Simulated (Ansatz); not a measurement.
Basis-set extrapolation for CH7Si2, SMILES `C[SiH][SiH3]` radical (PBE0-D4/def2-TZVP geometry, frozen core, Ansatz 0.2.0). Multiplicity 2, UHF reference.

|  | def2-TZVPP | def2-QZVPP |
| --- | --- | --- |
| HF | -619.808709 | -619.828502 |
| MP2 correlation | -0.414656 | -0.442887 |
| CCSD(T) correlation | -0.487517 | not run |

Energies in hartree. Use E(X) = E(∞) + A·exp(−7.88·√X) for Hartree–Fock and E(X) = E(∞) + B·X^(−2.97) for correlation, with X = 3 and 4, and add CCSD(T) minus MP2 of the smaller set to the MP2 limit.

Task: What is the CCSD(T) energy at the basis-set limit?

Result: HF limit: -619.828502 + (-0.019793) × 0.13774 = -619.83123. MP2 limit: -0.442887 + (-0.028231) × 0.74074 = -0.46380. Higher-order term: -0.487517 − (-0.414656) = -0.07286. Total: -620.36789 hartree, 1.95 eV below CCSD(T)/def2-TZVPP.
